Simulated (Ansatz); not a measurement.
in.yaml

```yaml
crystal:
  periodic: [false, false, false]
  atoms:
    - {symbol: H, position_ang: [-1.991865, 0.000000, 0.000000]}
    - {symbol: H, position_ang: [-1.076865, 0.000000, 0.000000]}
    - {symbol: B, position_ang: [0.161135, 0.000000, 0.000000]}
    - {symbol: H, position_ang: [0.670208, 0.000000, 1.077008]}
    - {symbol: H, position_ang: [0.670209, 0.000000, -1.077008]}
basis:
  gaussian: {orbitals: cc-pVDZ}
magnetization: {spin_polarized: false, initial_magnetization: 1}
correlation: {method: fci, electrons: outside_noble_gas}
```

```sh
$ ansatz run in.yaml --threads 2 --pin off --events-out ev --progress --plain --max-ram 24576MiB --backend cuda --devices 0, --max-vram 18GiB
```

The program prints:

```
600 factors; integrals over basis functions are off by at most 2.1e-7 eV
mean field evaluation 1: about -729.5882 eV, gradient 9.9e0 eV
mean field evaluation 2: about -729.5881 eV, gradient 9.9e0 eV
mean field evaluation 4: about -730.3201 eV, gradient 8.6e-1 eV
mean field evaluation 8: about -730.3382 eV, gradient 8.3e-4 eV
mean field evaluation 16: about -729.1376 eV, gradient 2.4e-5 eV
mean field evaluation 32: about -729.1376 eV, gradient 7.6e-3 eV
mean field -730.33822676 eV, -26.8394347923 hartree, gradient 2.0e-6 eV, S^2 0.750000; 4 other end points of the search recorded, 0 dependent functions left out
determinant -730.33822676 eV, -26.8394347923 hartree, with singles and doubles -733.99220084 eV, -26.9737158631 hartree
determinant -729.13758285 eV, -26.7953119424 hartree, with singles and doubles -733.13026898 eV, -26.9420404514 hartree
1 core orbitals not correlated: weight in the atoms' cores, before any rotation towards them, 1.000 or more for the frozen orbitals, at most 0.000 for the correlated occupied ones
reference -730.33822676 eV, -26.8394347923 hartree; 4, 3 occupied and 29, 30 virtual orbitals, 600 factors
state -734.06327437 eV, -26.9763277672 hartree
Total energy: -734.06327437 eV, -26.9763277672 hartree
```

Ran on 2 threads of AMD EPYC 7R13 with a shared H100 80 GB, shared host: 20 s wall, 0.9 GiB peak host memory.
